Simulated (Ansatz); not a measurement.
Input for Ansatz (development build ahead of 0.2.0):

```yaml
crystal:
  periodic: [false, false, false]
  atoms:
    - { symbol: Si, position_ang: [-0.00434, 0.28121, -1.56381] }
    - { symbol: C, position_ang: [0.01659, -0.46051, -0.03315] }
    - { symbol: Si, position_ang: [-0.00055, 0.22196, 1.48432] }
basis:
  gaussian: { orbitals: def2-SVP }
magnetization:
  spin_polarized: true
hamiltonian:
  xc: hf
correlation:
  method: mp2
  frozen_orbitals: { C: 1, Si: 5 }
```

The input is written out in the form of the current development build from the run's settings.

Output:

| Item | Value |
| --- | --- |
| Converged | yes |
| Reference energy | -615.39827 hartree |
| Correlation energy | -0.27681 hartree |
| Total energy | -615.67508 hartree |
| Spin squared of the determinant | 0.000 |
| Stability test | minimum |
| Occupied orbitals by symmetry in an Abelian subgroup (alpha; beta) | 14 A' 3 A''; 14 A' 3 A'' |

Messages of the program:
```
mean field -16745.83996109 eV, -615.3982678322 hartree, gradient 2.6e-6 eV, S^2 0.000000; 9 other ends of a descent, 0 dependent functions left out
```
